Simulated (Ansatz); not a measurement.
Basis-set extrapolation for C$_{2}$H$_{4}$FN, SMILES `N=CCF` (PBE0-D4/def2-TZVP geometry, frozen core, Ansatz). Multiplicity 1, RHF reference.

```json
{"": "HF", "def2-TZVPP": "-232.021735", "def2-QZVPP": "-232.032211"}
{"": "MP2 correlation", "def2-TZVPP": "-0.778300", "def2-QZVPP": "-0.838093"}
{"": "CCSD(T) correlation", "def2-TZVPP": "-0.832959", "def2-QZVPP": "not run"}
```

Energies in hartree. Use E(X) = E(∞) + A·exp(−7.88·√X) for Hartree–Fock and E(X) = E(∞) + B·X^(−2.97) for correlation, with X = 3 and 4, and add CCSD(T) minus MP2 of the smaller set to the MP2 limit.

**Question.** What is the CCSD(T) energy at the basis-set limit?

**Answer.** HF limit: -232.032211 + (-0.010476) × 0.13774 = -232.03365. MP2 limit: -0.838093 + (-0.059793) × 0.74074 = -0.88238. Higher-order term: -0.832959 − (-0.778300) = -0.05466. Total: -232.97069 hartree, 72.8 kcal/mol below CCSD(T)/def2-TZVPP.
